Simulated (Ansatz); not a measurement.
# Molecular dynamics of C₂H₂O₂

Input:

```yaml
crystal:
  periodic: [false, false, false]
  atoms:
    - { symbol: O, position_ang: [0.923133, 0.19682, -1.913641] }
    - { symbol: C, position_ang: [0.282578, 0.06575, -0.78712] }
    - { symbol: C, position_ang: [-0.307391, 0.26513, 0.308121] }
    - { symbol: O, position_ang: [-1.146841, -0.080134, 1.240602] }
    - { symbol: H, position_ang: [1.117759, -0.74332, -0.935655] }
    - { symbol: H, position_ang: [-0.869238, 0.295755, 2.087694] }
basis:
  gaussian: { orbitals: def2-SVP }
hamiltonian:
  xc: pbe0
  dispersion: d4
md:
  timestep: 0.5
  n_steps: 200
  ensemble: nve
  temperature: 300.0
  initial_velocities: maxwell_boltzmann
  seed: 8138
```

Run as:

```bash
$ ansatz run input.yaml --threads 1 --pin off --max-ram 2048MiB --backend cpu --events-out ev --progress --plain --runs-dir out
```

It starts at the highest image of a converged band. Of that band: Neighbouring images differ by up to 2.1 eV, so the band resolves the path poorly. A vibrational analysis at the climbing image gives one clearly imaginary mode, 1703i cm⁻¹: a first-order saddle point.

Output, in part (step lines, the closing report, with atoms numbered from 0):

```
md step     0: t =     0.00 fs  T =   300.0 K  F+E_penalty+E_count = -6183.44565532 eV  E_kin = 0.155112 eV  conserved = -6183.29054332 eV  (27 SCF iters)
md step     1: t =     0.50 fs  T =   294.2 K  F+E_penalty+E_count = -6183.44252637 eV  E_kin = 0.152108 eV  conserved = -6183.29041832 eV  (29 SCF iters)
md step     2: t =     1.00 fs  T =   279.9 K  F+E_penalty+E_count = -6183.43487052 eV  E_kin = 0.144706 eV  conserved = -6183.29016439 eV  (29 SCF iters)
md step     3: t =     1.50 fs  T =   264.4 K  F+E_penalty+E_count = -6183.42655755 eV  E_kin = 0.136688 eV  conserved = -6183.28986993 eV  (29 SCF iters)
md step     4: t =     2.00 fs  T =   256.4 K  F+E_penalty+E_count = -6183.42216389 eV  E_kin = 0.132556 eV  conserved = -6183.28960779 eV  (29 SCF iters)
md step     5: t =     2.50 fs  T =   263.8 K  F+E_penalty+E_count = -6183.42580231 eV  E_kin = 0.136384 eV  conserved = -6183.28941881 eV  (28 SCF iters)
md step     6: t =     3.00 fs  T =   292.3 K  F+E_penalty+E_count = -6183.44045208 eV  E_kin = 0.151145 eV  conserved = -6183.28930749 eV  (28 SCF iters)
md step     7: t =     3.50 fs  T =   345.5 K  F+E_penalty+E_count = -6183.46788784 eV  E_kin = 0.178646 eV  conserved = -6183.28924138 eV  (28 SCF iters)
[... lines left out ...]
Total energy: -6184.82088595 eV, -227.2879753364 hartree
Atom 0 at     0.928282     0.193087    -1.868355 Å, force     5.791269    -0.962252    -3.356235 eV/Å
Atom 1 at     0.265144    -0.008288    -0.828974 Å, force    -2.295239     0.374980     5.252479 eV/Å
Atom 2 at    -0.301958     0.235011     0.268974 Å, force    -1.014790    -1.411574    -0.004417 eV/Å
Atom 3 at    -1.126583    -0.034398     1.374246 Å, force     1.628576     0.660620    -2.413643 eV/Å
Atom 4 at     2.005988    -0.185778    -1.907328 Å, force    -4.629972     1.411009     0.633729 eV/Å
Atom 5 at    -2.017722     0.312631     1.184578 Å, force     0.520156    -0.072783    -0.111914 eV/Å
Dipole moment:     0.145120    -0.044331    -0.227571 e Å
```

The steps, from the saved trajectory:

| time (fs) | T (K) | potential energy less start (eV) | conserved less start (meV/atom) |
| --- | --- | --- | --- |
| 0.0 | 300 | 0.000 | 0.00 |
| 3.0 | 292 | 0.005 | 0.21 |
| 6.0 | 1142 | -0.432 | 0.48 |
| 9.0 | 3592 | -1.704 | -0.37 |
| 12.0 | 4102 | -1.971 | -0.98 |
| 15.0 | 1745 | -0.745 | 0.28 |
| 18.0 | 2650 | -1.230 | -2.52 |
| 21.0 | 2337 | -1.080 | -4.47 |
| 24.0 | 544 | -0.121 | 0.89 |
| 27.0 | 2002 | -0.908 | -4.67 |
| 30.0 | 2348 | -1.078 | -3.17 |
| 33.0 | 1184 | -0.453 | 0.68 |
| 36.0 | 3428 | -1.627 | -1.59 |
| 39.0 | 4050 | -1.950 | -1.81 |
| 42.0 | 1544 | -0.641 | 0.38 |
| 45.0 | 2815 | -1.311 | -1.74 |
| 48.0 | 1399 | -0.570 | -0.27 |
| 51.0 | 2118 | -0.939 | 0.12 |
| 54.0 | 2347 | -1.057 | 0.15 |
| 57.0 | 3978 | -1.921 | -3.24 |
| 60.0 | 2641 | -1.221 | -1.80 |
| 63.0 | 875 | -0.293 | 0.68 |
| 66.0 | 2810 | -1.311 | -2.25 |
| 69.0 | 4234 | -2.049 | -2.50 |
| 72.0 | 1910 | -0.831 | 0.28 |
| 75.0 | 2589 | -1.190 | -1.03 |
| 78.0 | 1073 | -0.386 | 2.22 |
| 81.0 | 2592 | -1.186 | -0.10 |
| 84.0 | 2860 | -1.324 | -0.03 |
| 87.0 | 3911 | -1.881 | -2.37 |
| 90.0 | 2900 | -1.353 | -1.53 |
| 93.0 | 1264 | -0.495 | 0.63 |
| 96.0 | 2537 | -1.167 | -1.68 |
| 99.0 | 3600 | -1.717 | -1.78 |

All steps were run. The conserved energy stayed within 4.8 meV per atom of its start (net change -0.29 meV per atom), so there is no drift, though single steps change it by up to 35 meV in the whole system, a sign of fast motions only just resolved. The system heated up, since it started high on the potential surface and ran downhill. A run of 0.1 ps of so small a system gives no equilibrium averages. The orbitals stay closed-shell, which can raise the energy where a bond breaks towards radicals; this wasn't checked here.

The step under study would form C2–H5 and break O1–H5. These pairs go: C2–H5 1.17 → 2.06 Å, O1–H5 1.37 → 1.14 Å. In the last frame they stand as before the step (other bonds may differ from the relaxed reactants and products). These pairs come and go: their bonding changes 16 times, last at 84 of 100 fs, so the outcome isn't settled. It ends as one piece, C2H2O2. Pairs count as bonded within 1.25 times the sum of covalent radii (0.12 Å more for H–H).

Last frame:

```xyz
6
Properties=species:S:1:pos:R:3
O 0.928 0.193 -1.868
C 0.265 -0.008 -0.829
C -0.302 0.235 0.269
O -1.127 -0.034 1.374
H 2.006 -0.186 -1.907
H -2.018 0.313 1.185
```

Run time: 5.1 min on 1 thread of Arm Neoverse V1 (shared host), peak memory 0.24 GiB.
